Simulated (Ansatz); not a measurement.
Geometry optimisation, Ansatz 0.2.0, UKS B3LYP/def2-SVP.

input.yaml

```yaml
crystal:
  periodic: [false, false, false]
  atoms:
    - { symbol: Si, position_ang: [-0.0921, 0.9612, 0.106] }
    - { symbol: Si, position_ang: [1.228, -0.859, 0.537] }
    - { symbol: H, position_ang: [-0.8001, 1.4142, -1.2114] }
    - { symbol: O, position_ang: [-1.6315, 0.4504, -1.3924] }
    - { symbol: H, position_ang: [-1.0241, 1.1188, 1.2508] }
    - { symbol: H, position_ang: [0.633, -2.1496, 0.9091] }
    - { symbol: H, position_ang: [2.071, -1.13, -0.6344] }
    - { symbol: H, position_ang: [2.147, -0.5113, 1.6332] }
    - { symbol: H, position_ang: [-2.5313, 0.7053, -1.1978] }
magnetization:
  spin_polarized: true
basis:
  gaussian: { orbitals: def2-SVP }
hamiltonian:
  xc: b3lyp
relax:
  f_tol: 0.15
  max_steps: 25
  restrain:
    - { distance: [0, 2], at: 2.72, k: 30.0 }
    - { distance: [0, 3], at: 3.07, k: 30.0 }
    - { distance: [2, 3], at: 0.97, k: 30.0 }
```

Command:

```bash
$ ansatz run input.yaml --threads 2 --pin off --max-ram 3072MiB --backend cpu --events-out ev --progress --plain --runs-dir out
```

**Question.** Where does it end, and by what steps?

**Answer.** The forces met the threshold. The restraints hold the end off the free minimum. After 9 steps the energy has fallen by 0.806 eV (the restraints' own energy left out); H3 moved furthest, 0.77 Å. Parted: Si1–H3, Si1–O4. Joined: H3–O4.

```
step  energy less start (eV)  largest force component (eV/Å)  accepted
   0                  0.0000                           2.192       yes
   1                  0.1725                           3.653       yes
   2                  0.0987                           3.447       yes
   3                 -0.2625                           2.634       yes
   4                 -0.5627                           1.357       yes
   5                 -0.7110                           1.190       yes
   6                 -0.7758                           0.789       yes
   7                 -0.7387                           0.724        no
   8                 -0.8050                           0.660       yes
   9                 -0.8064                           0.434       yes
```

```xyz
9
Properties=species:S:1:pos:R:3
Si 0.201 1.280 0.487
Si 1.339 -0.847 0.606
H -1.318 1.372 -1.777
O -1.763 0.511 -1.716
H -0.798 0.887 1.578
H 0.463 -2.029 0.867
H 2.196 -1.167 -0.577
H 2.267 -0.725 1.782
H -2.586 0.717 -1.250
```

Whether the end is a true minimum wasn't checked by a vibrational analysis.

Time of the run: 13 s on 2 threads of Intel(R) Xeon(R) 6975P-C (Granite Rapids), with other jobs on the host, peak memory 0.23 GiB.
